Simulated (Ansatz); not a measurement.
A structure relaxed at PBE0-D4/def2-TZVPD in Ansatz, charge -1, doublet:

```csv
atom,x (Å),y (Å),z (Å)
Mg1,-1.570,0.481,-0.558
S2,0.407,-0.432,1.178
S3,1.163,-0.049,-0.620
```

Give its formula and point group.

the cluster MgS2⁻. Point group C2v (tolerance 0.1 Å).

Summarise the bond lengths by kind (pairs closer than 1.2 times the sum of covalent radii, bridged metal pairs left out).

2 × Mg–S 2.78 Å; 1 × S–S 1.99 Å.

The relaxation made no stability test and no search for a lower SCF solution. Another isomer (doublet) lies 0.67 eV lower at PBE0-D4/def2-TZVPD; other spin states weren't run for this one.
